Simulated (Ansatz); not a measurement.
# NO2+ (quintet): from Hartree-Fock to the top rungs, def2-TZVPP

The task here is to estimate one member of a computed series from the others.

The runs use Ansatz 0.2.0, Gaussian basis; def2-TZVPP, core rule «outside noble gas», up to 3 orbitals frozen.

The runs, in order: UHF; ROHF; CCSD(T) on UHF.

### The system

The geometry is a PBE0/def2-TZVP stationary point (not a proven minimum) of the parent state, kept for this charge and spin.

3 atoms, charge 1, spin multiplicity 5.

Atoms are counted from 1 here; the program's logs count them from 0.

Bond lengths: O1–N2 1.281 Å, N2–O3 1.281 Å. Angles: O1–N2–O3 113.4°.

Set-up of the first run:

Input file in.yaml:

```yaml
crystal:
  periodic: [false, false, false]
  atoms:
    - {symbol: O, position_ang: [0.000000, -0.213966, 1.070604]}
    - {symbol: N, position_ang: [0.000000, 0.488812, 0.000000]}
    - {symbol: O, position_ang: [0.000000, -0.213966, -1.070604]}
basis:
  gaussian: {orbitals: def2-TZVPP}
total_charge: 1
magnetization: {spin_polarized: true, initial_magnetization: 4}
hamiltonian: {xc: hf}
output: {orbitals: {seedname: orbitals}}
```

Started as:

```bash
$ ansatz run in.yaml --threads 1 --pin off --events-out ev --progress --plain --max-ram 4096MiB --backend cpu
```

Among the steps run: UHF; ROHF; CCSD(T) on UHF.

One of the session's tables, all rows but one given; the rest of the session is left out.

| method | from UCCSD(T) (meV) |
| --- | --- |
| ROHF | +16765.1 |
| UHF | +15823.2 |
| UMP2 | +1645.9 |
| UCCSD | ? |
| UCCSD(T) | 0 |

Estimate the missing values for UCCSD.

**Answer.** from UCCSD(T) (meV): +759.2. In the column «from UCCSD(T) (meV)» it lies between UCCSD(T) (0) and UMP2 (+1645.9).
